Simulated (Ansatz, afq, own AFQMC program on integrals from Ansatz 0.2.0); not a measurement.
Integrals from Ansatz 0.2.0, then the random walk in our own AFQMC program (afq).

```yaml
crystal:
  periodic: [false, false, false]
  atoms:
    - {symbol: In, position_ang: [0.000000, -0.480933, 0.000000]}
    - {symbol: Cl, position_ang: [0.000000, 0.809697, -1.919640]}
    - {symbol: Cl, position_ang: [0.000000, 0.809697, 1.919640]}
    - {symbol: H, position_ang: [0.000000, -2.175367, 0.000000]}
basis:
  gaussian: {orbitals: def2-TZVP}
magnetization: {spin_polarized: false}
correlation: {method: ccsd_t, electrons: outside_noble_gas, hamiltonian_folder: ham}
```

```sh
$ ansatz run in.yaml --threads 1 --pin off --events-out ev --progress --plain --max-ram 16896MiB --backend cuda --devices 0, --max-vram 18GiB
```

Options of the walk:

```
--method phaseless --trial hf --walkers 2600 --populations 20 --least-time 40 --time-step 0.005 --steps-per-block 20 --equilibration-blocks 112 --max-blocks 4000 --target-error 0.0013 --factor-cut 1e-05 --seed 9263 --taylor-order 6
```

Times are imaginary, in 1/Eh. The walk had a cap of 104 s. With eight or more populations the least sampling time is a fifth of least-time, and the error comes from their spread. Filled inner d shells are frozen with the cores. Core potentials past Kr, no spin–orbit coupling.

Log:

```
orbitals 111  electrons 9 9  factors 880 of 961
reference energy -1108.92422938 Eh
CCSD correlation -0.47414429 Eh in 11 cycles, weight of the determinant in the CISD state 0.8250
energy of the start -1108.924229 Eh
 block  time / (1/Eh)  mean weight  energy / Eh
     1     0.100  1.0024  -1109.039505
     2     0.200  1.0034  -1109.122260
     3     0.300  1.0036  -1109.183820
     4     0.400  1.0033  -1109.230425
     5     0.500  1.0026  -1109.270307
     8     0.800  1.0015  -1109.332196
    11     1.100  1.0003  -1109.363897
    21     2.100  1.0003  -1109.400829
    26     2.600  1.0005  -1109.411038
    41     4.100  0.9995  -1109.418586
    56     5.600  1.0000  -1109.420032
    71     7.100  0.9995  -1109.424441
    86     8.600  0.9995  -1109.423565
   101    10.100  1.0004  -1109.424536
   116    11.600  0.9998  -1109.409387
   131    13.100  1.0004  -1109.419109
   146    14.600  0.9999  -1109.426610
   156    15.600  1.0003  -1109.430335
   161    16.100  0.9999  -1109.430002
   176    17.600  1.0000  -1109.407233
   191    19.100  0.9994  -1109.428721
   206    20.600  0.9999  -1109.417886
   211    21.100  0.9999  -1109.417174
error from the spread of 20 populations
energy -1109.419776 +/- 0.001267 Eh
(rows thinned)
```

The run passed its tests (sampling time, drift between the halves within three errors, error under three times the target), which doesn't prove that it has relaxed.

Against this walk (error 34.5 meV) on the same determinant: CCSD(T) 64.0 meV higher (within the noise), the released energy of a separate walk with a CISD trial 1.0 ± 36.5 meV lower (within the noise), a separate phaseless walk with a CISD trial and standard settings 26.0 ± 35.0 meV higher (within the noise). The error is statistical and leaves out the bias of the constraint.

Cautions: constraint bias not in the error; no spin-orbit coupling; inner d shell frozen.

The walk took 71 s on 1 × NVIDIA H100 80GB HBM3 with 2 threads of AMD EPYC 7R13 Processor (Zen 3), on a shared host (the card was shared). The log's last line is the phaseless energy.

A walk keeps the symmetry of its determinant, which the program's search chose and which needn't be the lowest solution, so a lower state of the same spin and another symmetry isn't excluded.
